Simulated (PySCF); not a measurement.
System: rock-salt LiBr. Method: PBE (GTH pseudopotentials, Gaussian basis, DZ basis; PySCF).

The same calculation (at the measured cell, 20.808 Å³/atom) with different numerical settings:

| run | k mesh | gap on the mesh (eV) | total energy (eV/atom) |
|---|---|---|---|
| 1 | 2×2×2 | 4.843 | -285.4566 |
| 2 | 3×3×3 | 4.926 | -285.7431 |
| 3 | 4×4×4 | 4.941 | -285.7738 |

In the column total energy (eV/atom) the first row differs from the last by +0.3172 and the next to last by +0.0307.

The last row is no converged limit: other settings stay fixed.

Spin–orbit coupling is not included.
